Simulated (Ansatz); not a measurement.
Cost and result for the atomization energy of C$_{4}$H$_{4}$N (`[c]1ccc[nH]1`) radical (9 atoms, 9 bonds).

Z-matrix (Å, degrees):
```
C
C 1 1.428
C 1 1.360 2 104.6
H 1 1.077 2 127.7 3 180.0
C 2 1.369 1 108.4 3 0.0
H 2 1.079 1 125.9 3 -180.0
N 3 1.348 1 111.4 2 0.0
H 5 1.078 2 131.2 1 180.0
H 7 1.003 3 126.0 1 -180.0
```

Total charge 0; spin multiplicity 2. All single points use the PBE0-D4/def2-TZVP geometry. Program: Ansatz. All runs use 4 threads of an AMD EPYC 7B13 on a shared host. Times are those of one run each, without the atoms' runs, and a repeat can differ threefold. Electronic energies, without spin–orbit coupling; frozen cores. CCSD(T)/CBS adds CCSD(T) − MP2 in def2-TZVPP to the MP2 limit, and its time is that of the two runs behind it. T1 = 0.030; ⟨S²⟩ of the reference is 0.95.

CCSD(T)/CBS is a level of theory with its own doubt, some kJ/mol a heavy atom from the limit and from the frozen cores, so smaller differences don't rank the functionals.

| level | functions | wall time |
| --- | --- | --- |
| LDA (SPW92)/def2-TZVPP | 211 | 2.6 s |
| PBE-D4/def2-TZVPP (with forces) | 211 | 3.9 s |
| revPBE-D4/def2-TZVPP | 211 | 4 s |
| BLYP-D4/def2-TZVPP | 211 | 4.3 s |
| r2SCAN-D4/def2-TZVPP (with forces) | 211 | 5.5 s |
| CAM-B3LYP-D4/def2-TZVPP | 211 | 5.5 s |
| PBE-QIDH/def2-TZVPP | 211 | 7 s |
| CCSD(T)/def2-SVP | 90 | 10 s |
| B97M-V/def2-TZVPP | 211 | 11 s |
| ωB97M-V/def2-TZVPP (with forces) | 211 | 14 s |
| MP2/def2-QZVPP | 405 | 36 s |
| CCSD(T)/def2-TZVPP | 211 | 3.1 min |
| CCSD(T)/CBS(def2) | – | 3.7 min |

**Question.** What atomization energy does each give, and how far from CCSD(T)/CBS? (Estimate.)

**Answer.** Ansatz gave: 
```csv
level,atomization (kJ/mol),difference from CCSD(T)/CBS,per bond
LDA (SPW92)/def2-TZVPP,4666.3,728.4,80.9
PBE-D4/def2-TZVPP (with forces),4154.0,216.1,24.0
revPBE-D4/def2-TZVPP,4033.2,95.3,10.6
BLYP-D4/def2-TZVPP,3997.3,59.4,6.6
r2SCAN-D4/def2-TZVPP (with forces),4002.8,64.9,7.2
CAM-B3LYP-D4/def2-TZVPP,3988.8,50.9,5.7
PBE-QIDH/def2-TZVPP,3976.9,39.0,4.3
CCSD(T)/def2-SVP,3775.7,-162.2,-18.0
B97M-V/def2-TZVPP,3973.7,35.8,4.0
ωB97M-V/def2-TZVPP (with forces),3974.5,36.6,4.1
MP2/def2-QZVPP,3987.5,49.6,5.5
CCSD(T)/def2-TZVPP,3828.3,-109.6,-12.2
CCSD(T)/CBS(def2),3937.9,0.0,0.0
```

From r2SCAN to r2SCAN0 (25 % exact exchange), in def2-TZVPP and without D4, the atomization energy moves by −78.6 kJ/mol: exact exchange takes away binding that semilocal exchange gives to molecules. In def2-TZVPP, CCSD(T) changes the Hartree–Fock value by +1040.2 kJ/mol (the triples alone add +84.3 kJ/mol) and MP2 by +1134.5 kJ/mol; breaking electron pairs costs correlation energy, which Hartree–Fock lacks. At CCSD(T), def2-SVP lies −162.2 kJ/mol from the extrapolated value and def2-TZVPP −109.6 kJ/mol: correlation converges slowly with the basis, and small sets miss more of it in the bonded molecule than in its fragments.
